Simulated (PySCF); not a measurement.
F3N, SMILES FN(F)F (connectivity only; charge and spin as stated), charge +1, multiplicity 2.

Geometry: PBE-D3(BJ)/def2-TZVP. The spin state was assumed, not searched.

Level of theory: TDA-B3LYP/def2-SVPD in PySCF 2.14.0.

Vertical excitations; the highest root listed may be one member of a degenerate set. Gas-phase values at a fixed geometry.

Computed excitation energies, oscillator strengths and character:
```tsv
state	energy (eV)	λ (nm)	f	main pairs
root 1	4.66	266	0.000	β HOMO→LUMO 99 %
root 2	5.46	227	0.012	β HOMO−1→LUMO, β HOMO−4→LUMO (degenerate set)
root 3	5.46	227	0.012	β HOMO−2→LUMO, β HOMO−3→LUMO (degenerate set)
root 4	6.16	201	0.018	β HOMO−3→LUMO (degenerate set)
root 5	6.16	201	0.018	β HOMO−4→LUMO (degenerate set)
root 6	7.42	167	0.001	α HOMO→LUMO 97 %
root 7	9.05	137	0.024	β HOMO−5→LUMO 93 %
root 8	9.26	134	0.017	α HOMO→LUMO+1 (degenerate set)
root 9	9.26	134	0.017	α HOMO→LUMO+2 (degenerate set)
root 10	9.52	130	0.000	α HOMO−1→LUMO 61 %, β HOMO→LUMO+1 30 %
```
Unrestricted roots are not spin-pure.
